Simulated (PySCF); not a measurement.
Spin states of MgCl⁺

Unrestricted PBE0; Mg pcseg-1, Cl pcseg-1; no relativity (PySCF 2.14). Outer shells of the fragments: Mg+ 3s1; Cl 3s2 3p5.

Followed along the bond (rough minima from three points):

```csv
2Ms+1,unpaired,⟨S²⟩ at the start,R at minimum (Å),Te (eV)
1,none,0.00,2.17,0.00
3,"σ ↑, π ↑",2.00,none in the scan,≤ 2.33
```

Solutions found at the starting distance of 2.425 Å, counted from the lowest of them; the search is not exhaustive and high or unbound solutions are not listed, so other states can lie among these:

```csv
2Ms+1,unpaired,term,E (eV),⟨S²⟩,⟨Lz²⟩,μ (D)
1,none,¹Σ⁺,0.00,0.00,0.00,-11.93
3,"σ ↑, π ↑",³Π,2.20,2.00,1.01,-3.64
1,"σ ↑, π ↓",mixed,2.24,1.00,1.01,-3.60
3,σ ↑↑,³Σ⁺,3.19,2.00,0.00,-4.16
3,π ↑↑,mixed,5.92,2.00,2.01,-4.92
3,π ↑↑,mixed,6.04,2.00,2.00,-4.92
```

A term symbol is given only where ⟨S²⟩ and ⟨Lz²⟩ are close to those of a pure state; real π, δ and φ orbitals otherwise mix terms. A positive dipole points towards Cl; it is taken about the centre of mass and depends on that origin.

Counting both spins, an empty level lies below a filled one in some of these solutions, because spin and occupation are held.
